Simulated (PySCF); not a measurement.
## Which determinant of LiS lies lowest?

Unrestricted PBE0; Li STO-3G, S STO-3G; no relativity (PySCF 2.14). Outer shells of the fragments: Li 2s1; S 3s2 3p4.

Followed along the bond (rough minima from three points):

```csv
2Ms+1,unpaired,⟨S²⟩ at the start,R at minimum (Å),Te (eV)
2,π ↑,0.76,2.02,0.00
2,σ ↑,0.75,1.84,0.43
4,"σ ↑, π ↑↑",3.75,none in the scan,≤ 2.07
```

Solutions found at the starting distance of 2.270 Å, counted from the lowest of them; the search is not exhaustive and high or unbound solutions are not listed, so other states can lie among these:

| 2Ms+1 | unpaired | term | E (eV) | ⟨S²⟩ | ⟨Lz²⟩ | μ (D) |
| --- | --- | --- | --- | --- | --- | --- |
| 2 | π ↑ | ²Π | 0.00 | 0.76 | 1.01 | -2.68 |
| 2 | σ ↑ | ²Σ⁺ | 1.11 | 0.75 | 0.00 | -2.08 |
| 4 | σ ↑, π ↑↑ | ⁴Σ⁻ | 1.79 | 3.75 | 0.00 | 5.40 |
| 2 | σ ↓, π ↑↑ | mixed | 1.86 | 1.75 | 0.00 | 5.50 |
| 2 | σ ↑, π ↑↓ | mixed | 2.41 | 1.75 | 2.00 | 5.49 |
| 4 | σ ↑↑, π ↑ | ⁴Π | 2.66 | 3.75 | 1.00 | 5.32 |
| 2 | σ ↑ | mixed | 3.99 | 0.75 | 2.00 | 5.65 |
| 4 | σ ↑, π ↑↑ | mixed | 4.24 | 3.75 | 2.00 | 2.26 |
| 4 | σ ↑, π ↑↑ | mixed | 4.42 | 3.75 | 2.00 | 2.12 |

A term symbol is given only where ⟨S²⟩ and ⟨Lz²⟩ are close to those of a pure state; real π, δ and φ orbitals otherwise mix terms. A positive dipole means Li(−)S(+).

Compare the gap between the two lowest followed solutions at the starting distance with the gap between their minima.

At PBE0 the second solution (doublet, unpaired electrons σ ↑) lies +1.11 eV from the first (doublet, unpaired electrons π ↑) at 2.270 Å and +0.43 eV at the minima; the two curves relax by different amounts, since their minima lie near 1.84 and 2.02 Å.

Counting both spins, an empty level lies below a filled one in some of these solutions, because spin and occupation are held. STO-3G is very small, so such numbers show the basis as much as the molecule.
